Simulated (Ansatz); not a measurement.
```yaml
crystal:
  periodic: [false, false, false]
  atoms:
    - {symbol: C, position_ang: [-0.914283, 1.600929, -1.474527]}
    - {symbol: C, position_ang: [0.031088, 0.876757, -0.893371]}
    - {symbol: C, position_ang: [-0.154127, -0.514555, -0.370890]}
    - {symbol: C, position_ang: [0.062915, -0.586341, 1.109253]}
    - {symbol: C, position_ang: [1.011482, -1.295624, 1.703445]}
    - {symbol: H, position_ang: [-1.916046, 1.209161, -1.623725]}
    - {symbol: H, position_ang: [-0.722632, 2.608302, -1.825427]}
    - {symbol: H, position_ang: [1.022194, 1.304141, -0.754252]}
    - {symbol: H, position_ang: [-1.166771, -0.855166, -0.614629]}
    - {symbol: H, position_ang: [0.547366, -1.194319, -0.867555]}
    - {symbol: H, position_ang: [-0.613922, 0.013896, 1.714161]}
    - {symbol: H, position_ang: [1.708328, -1.900506, 1.130936]}
    - {symbol: H, position_ang: [1.124808, -1.301374, 2.781283]}
basis:
  gaussian: {orbitals: aug-cc-pVDZ}
hamiltonian: {xc: {name: HF}}
correlation: {method: mp2, frozen_orbitals: {C: 0}}
output: {forces: true}
```

```sh
$ ansatz run in.yaml --threads 4 --pin off --events-out ev --progress --plain --max-ram 10444MiB
```

It prints (some lines left out):

```
Functional definition: HF
Error: "frozen_orbitals" has no count for H
```

(1) Something in this input is off. What?

Answers

(1) Frozen orbitals are typed for one element alone, and the program wants a count for each. The input was rejected before any iteration.
